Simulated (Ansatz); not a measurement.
in.yaml

```yaml
crystal:
  periodic: [false, false, false]
  atoms:
    - {symbol: Al, position_ang: [0.000000, 0.000000, 0.004968]}
    - {symbol: N, position_ang: [0.000000, 0.000000, -1.590032]}
    - {symbol: H, position_ang: [0.000000, 0.000000, 1.585063]}
basis:
  gaussian: {orbitals: 6-31G}
magnetization: {spin_polarized: false, initial_magnetization: 1}
correlation: {method: ccsdtq, electrons: outside_noble_gas}
```

```sh
$ ansatz run in.yaml --threads 1 --pin off --events-out ev --progress --plain --max-ram 2393MiB
```

Output:

```
503 factors; integrals over basis functions are off by at most 1.6e-7 eV
mean field evaluation 1: about -8071.5421 eV, gradient 3.0e1 eV
mean field evaluation 2: about -8071.5671 eV, gradient 3.0e1 eV
mean field evaluation 4: about -8074.3576 eV, gradient 2.9e0 eV
mean field evaluation 8: about -8074.5312 eV, gradient 9.7e-1 eV
mean field evaluation 16: about -8071.5431 eV, gradient 3.0e1 eV
mean field evaluation 32: about -8074.5529 eV, gradient 7.0e-5 eV
mean field evaluation 64: about -8074.3354 eV, gradient 9.5e-1 eV
mean field evaluation 96: about -8073.0590 eV, gradient 1.0e1 eV
mean field evaluation 128: about -8061.4280 eV, gradient 4.6e0 eV
mean field evaluation 160: about -8069.9106 eV, gradient 8.6e-2 eV
...
cycle  16  -4.28219273 eV  change   -7.0e-5 eV  update   4.9e-5
cycle  17  -4.28220649 eV  change   -1.4e-5 eV  update   3.0e-5
cycle  18  -4.28221202 eV  change   -5.5e-6 eV  update   1.8e-5
cycle  19  -4.28222853 eV  change   -1.7e-5 eV  update   1.1e-5
cycle  20  -4.28223604 eV  change   -7.5e-6 eV  update   6.5e-6
cycle  21  -4.28223478 eV  change    1.3e-6 eV  update   5.3e-6
cycle  22  -4.28223091 eV  change    3.9e-6 eV  update   3.5e-6
cycle  23  -4.28222895 eV  change    2.0e-6 eV  update   2.3e-6
cycle  24  -4.28222822 eV  change    7.3e-7 eV  update   1.3e-6
cycle  25  -4.28222773 eV  change    4.9e-7 eV  update   1.0e-6
Total energy: -8078.83512788 eV, -296.8917149184 hartree
```

For the same geometry and basis full CI lies 0.9 meV higher.

Ran on 1 thread of Arm Neoverse V1, shared host: 44 s wall, 0.31 GiB peak host memory.
